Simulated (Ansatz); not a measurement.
Relaxation of HSSi (3 atoms, charge 1, multiplicity 1), to a largest force component of 0.02 eV/Å in at most 50 steps.

Level of theory: UKS r2SCAN/def2-SVP (Ansatz 0.2.0).

```xyz
3
Properties=species:S:1:pos:R:3
Si -0.013 -0.166 -0.025
S 0.140 1.760 0.270
H -0.127 -1.594 -0.244
```

Q: Where does it end, and by what steps?

A: The forces met the threshold. Limits of this set-up: the dipole of an ion depends on the origin. After 3 steps the energy has fallen by 0.079 eV; Si1 moved furthest, 0.03 Å.

```
step  energy less start (eV)  largest force component (eV/Å)  accepted
   0                  0.0000                           2.720       yes
   1                 -0.0694                           0.813       yes
   2                 -0.0786                           0.046       yes
   3                 -0.0787                           0.004       yes
```

```xyz
3
Properties=species:S:1:pos:R:3
Si -0.011 -0.134 -0.021
S 0.137 1.730 0.265
H -0.127 -1.596 -0.245
```

Time of the run: 6.2 s on 1 thread of Intel(R) Xeon(R) Platinum 8488C (Sapphire Rapids), with other jobs on the host, peak memory 0.15 GiB.
